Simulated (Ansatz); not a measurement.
A nudged elastic band was laid between two geometries of C4H10O2 (16 atoms, charge 0, multiplicity 1).

Computed with RKS PBE0-D4/def2-SVP in Ansatz.

```json
{
  "movable images": "5",
  "climbing image": "yes",
  "spring": "5.0 eV/Å²",
  "optimiser": "quadratic models (default)",
  "start path": "through a guess of the saddle point",
  "force threshold": "0.05 eV/Å",
  "iteration limit": "48",
  "end points": "relaxed"
}
```

First end point:

```xyz
16
Properties=species:S:1:pos:R:3
C -1.249 -1.370 1.285
O -0.364 -1.467 0.204
C 0.319 -0.303 -0.080
C 1.316 -0.606 -1.175
O -0.607 0.678 -0.472
C -0.198 1.995 -0.275
H -1.695 -2.362 1.437
H -0.722 -1.074 2.214
H -2.051 -0.638 1.092
H 0.842 0.065 0.838
H 2.018 -1.385 -0.847
H 0.773 -0.964 -2.061
H 1.890 0.292 -1.446
H 0.062 2.195 0.784
H -1.033 2.651 -0.557
H 0.677 2.271 -0.896
```

Last end point:

```xyz
16
Properties=species:S:1:pos:R:3
C -1.323 -1.362 1.215
O -0.436 -1.455 0.135
C 0.306 -0.316 -0.094
C 1.291 -0.617 -1.200
O -0.569 0.728 -0.443
C -0.097 2.012 -0.179
H -1.820 -2.335 1.318
H -0.787 -1.136 2.159
H -2.084 -0.581 1.052
H 0.843 -0.016 0.840
H 1.902 0.266 -1.433
H 1.958 -1.439 -0.905
H 0.733 -0.914 -2.099
H 0.181 2.142 0.886
H -0.904 2.720 -0.416
H 0.784 2.282 -0.794
```

Question: What changes between the two ends?

Answer: No bond is made or broken. The dihedral O5–C3–C4–H11 goes from -179 to 60°. The two ends are copies of one structure, up to a mirror image or an exchange of like atoms.

Question: What energy profile does the band end with?

Answer: It converged. The highest image is number 4 of 0 to 6, 0.134 eV above the ends, which have the same energy within 2 meV. The profile has 2 maxima (images 1, 4) with wells between them (image 3): this band takes more than one step, which may be the mechanism or a detour left from its start path. A vibrational analysis at the climbing image gives one clearly imaginary mode, 228i cm⁻¹: a first-order saddle point.

```tsv
image	path coordinate (Å)	energy (eV)	dihedral O5–C3–C4–H11 (°)
0	0.00	0.000	-179
1	1.35	0.108	-137
2	2.70	0.071	-90
3	4.05	0.018	-47
4	5.41	0.134	-1
5	6.30	0.068	30
6	7.18	0.000	60
```

Question: What is the geometry of the highest image?

Answer: 
```xyz
16
Properties=species:S:1:pos:R:3
C -1.197 -1.406 1.347
O -0.292 -1.478 0.281
C 0.318 -0.281 -0.031
C 1.362 -0.546 -1.113
O -0.673 0.625 -0.448
C -0.287 1.961 -0.411
H -1.550 -2.427 1.547
H -0.710 -1.014 2.262
H -2.060 -0.763 1.111
H 0.795 0.147 0.885
H 1.120 0.021 -2.023
H 2.377 -0.277 -0.790
H 1.347 -1.615 -1.363
H 0.067 2.263 0.595
H -1.162 2.573 -0.670
H 0.520 2.193 -1.135
```

The band took 15 iterations and of the order of 11 core-minutes.

The run took 5.6 min on 2 threads of Arm Neoverse V2, with other jobs on the host, peak memory 0.36 GiB.
